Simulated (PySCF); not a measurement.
CH4Si (triplet state).
Z-matrix (Å and degrees, GFN2-xTB geometry), rows numbered from 1:
```
C 
Si  1  1.8082
H   1  1.0702  2  148.43
H   2  1.4692  1  110.48  3   106.40
H   2  1.4733  1  109.87  3   -13.79
H   2  1.4668  1  109.55  3  -133.87
```

As a line formula: `[SiH3][CH]` [triplet].

Theory: UKS B3LYP, pcH-1 on C H Si, non-relativistic, mean-field spin-orbit, GIAO in PySCF. Geometry: GFN2-xTB; no solvent, vibrations or thermal averaging. This triplet need not be the ground state; the singlet was not compared here. GFN2-xTB frequencies show an imaginary mode (72i cm⁻¹), so this geometry is no minimum at that level. The geometry wasn't refined by DFT: couplings that depend on bond lengths, twists or pyramidal angles can differ widely from those at the functional's own minimum.

(1) Match the computed a_iso(1H) values +47.2, -42.4 MHz (means over equivalent nuclei) with the sites H3; H4/H5/H6.

Results:

(1) 
```json
{"site": "H3", "a_iso (MHz)": "-42.4", "ρ(0) (bohr⁻³)": "-0.0190", "position": "1 bond from C1", "distance from C1 (Å)": "1.07", "bound to": "C1", "spin population there": "+1.99", "largest |T| (MHz)": "37.7"}
{"site": "H4/H5/H6", "a_iso (MHz)": "+47.2", "ρ(0) (bohr⁻³)": "+0.0211", "position": "2 bonds from C1", "distance from C1 (Å)": "2.69", "bound to": "Si2", "spin population there": "-0.07", "largest |T| (MHz)": "5.7"}
```

ρ(0) is the spin density at the nucleus and T the dipolar tensor; a_iso includes a spin–orbit part; entries for several nuclei are means. Largest spin populations (Mulliken): C1 (+1.99), Si2 (-0.07), H3 (-0.07) and H5 (+0.06). No atom but C1 exceeds +0.15.

Class means assume fast exchange of nuclei equivalent by connectivity; if that motion is slow, each nucleus keeps its own coupling.
